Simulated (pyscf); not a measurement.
`[SiH3][SiH2][PH2]` → `[SiH3][PH][SiH3]`, a concerted two-bond exchange (singlet surface; Si–Si, H–P broken, P–Si, H–Si formed). Optimised with ωB97X-D3(BJ)/def2-SVP in PySCF. Correlated levels are frozen-core, on RHF or UHF. ΔMP2 is the change of the MP2 total energy from the triple- to the quadruple-zeta basis. Energies in kcal/mol from the reactant's lowest minimum found.

Small-basis levels: PySCF, no dispersion term, spherical d functions. AM1 to PM7: differences of heats of formation from MOPAC, which are fitted to 298 K values and so differ in kind from electronic energies by zero-point and thermal terms. Cost: rough CPU time at the saddle relative to B3LYP/6-31G*, from one job on a shared machine.

```
level                             barrier  reaction energy        cost
--------------------------------  -------  ---------------  ----------
HF/3-21G                             97.7             -3.0        0.08
HF/6-31G*                            96.8             -5.1         0.1
SVWN5/6-31G*                         68.2             -3.3           1
B3LYP/STO-3G                        120.8             -1.0         0.6
M06-2X/6-31G*                        77.8             -4.7           2
B3LYP/6-311+G**                      77.8             -3.2           1
PBE/def2-SVP                         69.7             -3.1           1
PM6                                  38.9           -116.2  under 0.02
PM7                                 109.5            -20.2  under 0.02
CCSD(T)/def2-TZVPP + ΔMP2(QZVPP)     74.8             -5.3           –
```

Against the last row the barrier runs from -35.8 (PM6) to +46.0 kcal/mol (B3LYP/STO-3G); B3LYP/6-311+G** happens to lie closest here (3.0 kcal/mol apart). CCSD(T)/def2-TZVPP + ΔMP2(QZVPP) has limits of its own. The same reactants have a lower exit, to H₃Si–PH₂ + SiH₂ [singlet] (barrier +56.4 kcal/mol at ωB97M-D3(BJ)/def2-TZVP, against +74.1 kcal/mol here). One saddle was located; it need not be the lowest between these sides. The CCSD(T) − MP2 part came from Ansatz, without density fitting, on the same reference.
